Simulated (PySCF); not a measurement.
Gas-phase reaction: SiCl₃NH₂ + 3 SiH + H → H₂SiNH + 3 SiHCl

Computed with PySCF and rigid-rotor harmonic-oscillator thermochemistry at 1 bar. † marks an energy on the PBE0/def2-TZVP geometry and frequencies; other levels use their own. MP2 freezes the core. Open shells (unrestricted): SiH (multiplicity 2, electronic degeneracy 4), H (multiplicity 2); the rest are closed-shell singlets. Spin-orbit splitting is ignored; it lowers the true energy and changes the entropy of SiH. SiCl₃NH₂, H₂SiNH, SiHCl: computed as isolated molecules; such fragments, hydroxides, amides, oligomers or adducts are transient or little studied in the gas. MP2 isn't extrapolated to the basis-set limit; its ΔH°(298 K) is -324.7 kJ in def2-SVP and -371.8 kJ in def2-TZVPP. The harmonic model lacks anharmonicity and excited electronic states, which grow with temperature; levels with a mode under 35 cm⁻¹ are left out. Internal rotation in SiCl₃NH₂ is treated as a harmonic vibration of one conformer, which makes the entropy rough.

```tsv
level	ΔE electronic, kJ	ΔH°(298 K), kJ	ΔS°(298 K), J/K	ΔG°(800 K), kJ
HF/def2-TZVP†	-188	-181	-70	-116
MP2/def2-SVP†	-332	-325	-70	-260
PBE/def2-SVP	-403	-397	-70	-332
PBE0/def2-SVP†	-354	-346	-70	-282
LDA/def2-TZVP†	-462	-454	-70	-389
ωB97M-V/def2-TZVP†	-412	-404	-70	-340
ωB97X-V/def2-TZVP†	-387	-379	-70	-314
```
ΔH° is lowest at LDA/def2-TZVP† and highest at HF/def2-TZVP†. No reference value is set beside these.
